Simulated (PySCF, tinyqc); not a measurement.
Orbital energy against energy difference: ionisation energy by orbital energies and by energy differences in the 6-31g* basis, for BH, spin multiplicity 1. Computed by the program tinyqc with PySCF. The cation is unrestricted; errors are against CCSD(T) in this basis, not against experiment.

Geometry (angstrom):
```
atom       x       y       z
B     0.0000  0.0000  0.0000
H     0.0000  0.0000  1.1600
```

CCSD(T) difference in the same basis = 9.2607 eV

IP-EOM-CCSD = 9.3072 eV

First vertical ionisation energy (eV):
```
method     -e(HOMO)  E(cation) - E  error of -e(HOMO)  error of the difference
HF           9.0965       8.202699            -0.1642                  -1.0580
LDA          4.8741       9.418610            -4.3866                   0.1579
B3LYP        5.9573       9.466870            -3.3034                   0.2062
PBE0         6.1681       9.312136            -3.0926                   0.0514
CAM-B3LYP    7.5560       9.437627            -1.7047                   0.1769
LC-wPBE      9.0358       9.384847            -0.2249                   0.1242
```

Estimate the missing row, method = PBE.

Computed row:
```
method  -e(HOMO)  E(cation) - E  error of -e(HOMO)  error of the difference
PBE       4.9239       9.346338            -4.3368                   0.0856
```

Koopmans errs by -0.16 eV and Delta-HF by -1.06 eV: relaxation, 0.89 eV, lowers the value and the missing correlation difference works against it. The PBE level is off by -4.3 eV through the wrong tail of its potential, though its energy difference is off by +0.09 eV; exact exchange deepens the level, and among the orbital energies HF comes closest; among the differences PBE0 does. The restricted reference is unstable here: a spin-polarised solution lies 0.0075 hartree lower (PySCF), so results built on it describe a poor reference.
